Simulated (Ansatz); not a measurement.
**CH2MgO: one structure at several levels**

The task here is to estimate one member of a computed series from the others.

The runs use Ansatz 0.2.0, Gaussian basis; single points in def2-TZVPP.

Correlated methods freeze the cores. The outer core shell of Li, Na, Mg and K is correlated.

**Starting geometry**

5 atoms, charge 0, spin multiplicity 1.

Atoms are counted from 1 here; the program's logs count them from 0.

Bond lengths: C1–O2 1.188 Å, C1–Mg3 2.296 Å, C1–H4 0.991 Å. Angles: O2–C1–Mg3 98.6°, O2–C1–H4 122.3°, Mg3–C1–H4 97.8°.

Geometry (Å):

```
C    -0.1985    0.2222    0.0346
O    -0.9906    0.0412    0.9019
Mg    0.8700   -1.8085    0.1187
H    -0.4488    0.2027   -0.9245
H     1.0858    1.2347   -0.0118
```

Set-up of the first run:

Contents of run/in.yaml:

```yaml
crystal:
  periodic: [false, false, false]
  atoms:
    - {symbol: C, position_ang: [-0.198500, 0.222200, 0.034600]}
    - {symbol: O, position_ang: [-0.990600, 0.041200, 0.901900]}
    - {symbol: Mg, position_ang: [0.870000, -1.808500, 0.118700]}
    - {symbol: H, position_ang: [-0.448800, 0.202700, -0.924500]}
    - {symbol: H, position_ang: [1.085800, 1.234700, -0.011800]}
basis:
  gaussian: {orbitals: def2-TZVPP}
correlation: {method: ccsd_t}
output: {forces: true}
```

Run with:

```console
ansatz run in.yaml --threads 4 --pin off --events-out ev --progress --plain --max-ram 5222MiB
```

Steps of the session up to this table: CCSD(T)/def2-TZVPP; PBE0-D4/def2-TZVPP; wB97M-V/def2-TZVPP; r2SCAN-D4/def2-TZVPP; PBE-D4/def2-TZVPP; r2SCANh-D4/def2-TZVPP; HSE06-D4/def2-TZVPP.

One of the session's tables, all rows but one given; the rest of the session is left out.

| method | RMS force component (eV/Å) | angle to CCSD(T) forces (°) | dipole (D) |
| --- | --- | --- | --- |
| CCSD(T) | 2.134 | reference | 1.54 |
| PBE0-D4 | ? | ? | ? |
| wB97M-V | 2.103 | 12.3 | 1.67 |
| r2SCAN-D4 | 2.069 | 5.4 | 1.87 |
| PBE-D4 | 2.181 | 6.4 | 1.89 |
| r2SCANh-D4 | 2.048 | 7.0 | 1.85 |
| HSE06-D4 | 2.095 | 8.6 | 1.81 |

Estimate the missing values for PBE0-D4.

The run gave: RMS force component (eV/Å): 2.095; angle to CCSD(T) forces (°): 9.0; dipole (D): 1.79.
